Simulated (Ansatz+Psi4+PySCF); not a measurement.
The numbers below are computed, except where a source is named.
A run of Psi4 1.11 on doublet CF₃ at this shape:

```yaml
atoms:
  - { symbol: C, position_ang: [0.0000, 0.0000, 0.3410] }
  - { symbol: F, position_ang: [0.0000, 1.2582, -0.1287] }
  - { symbol: F, position_ang: [1.0896, -0.6291, -0.1287] }
  - { symbol: F, position_ang: [-1.0896, -0.6291, -0.1287] }
```

Its results:

* Converged: yes
* Total energy: -336.25423 hartree
* Spin squared of the determinant: 0.750
* Occupied orbitals by symmetry in an Abelian subgroup (alpha; beta): 11 Ap 6 App; 10 Ap 6 App

Task: Which input gives this output? Name the method, the orbitals and the basis set, and write the input.

Result: ROHF in cc-pVTZ.

```
molecule {
0 2
C 0.000000 0.000000 0.341020
F 0.000000 1.258200 -0.128730
F 1.089630 -0.629100 -0.128730
F -1.089630 -0.629100 -0.128730
}

set basis cc-pVTZ
set reference rohf
set scf_type pk
energy('scf')
```
